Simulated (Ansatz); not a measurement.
Correlation energies of AlClO, SMILES `[O]=[Al][Cl]` by basis set

```xyz
3

O    -1.364    1.054    0.288
Al   -0.121    0.094    0.026
Cl    1.485   -1.147   -0.314
```

Total charge 0; spin multiplicity 1. The geometry is a stationary point of PBE0-D4/def2-TZVP. Frozen core, restricted reference, Ansatz. CBS rows extrapolate triple and quadruple zeta.

| basis | HF (Eh) | MP2 corr. |
| --- | --- | --- |
| def2-SVP | -776.02635 | -0.38879 |
| def2-TZVPP | -776.37372 | -0.50575 |
| def2-QZVPP | -776.39690 | -0.55033 |
| cc-pV(D+d)Z | -776.32591 | -0.39501 |
| cc-pV(T+d)Z | -776.38294 | -0.50691 |
| cc-pV(Q+d)Z | -776.39505 | -0.55037 |

Task: Estimate the CCSD correlation energy and the (T) correction in each basis where they were run (hartree).

Result: 
| basis | CCSD corr. | (T) |
| --- | --- | --- |
| def2-SVP | -0.39555 | -0.01361 |
| def2-TZVPP | -0.51241 | -0.02516 |
| def2-QZVPP | -0.55232 | -0.02886 |
| CBS(def2) | -0.58188 | -0.03161 |
| cc-pV(D+d)Z | -0.40246 | -0.01436 |
| cc-pV(T+d)Z | -0.51333 | -0.02532 |
| cc-pV(Q+d)Z | -0.55250 | -0.02882 |
| CBS(cc) | -0.58039 | -0.03130 |
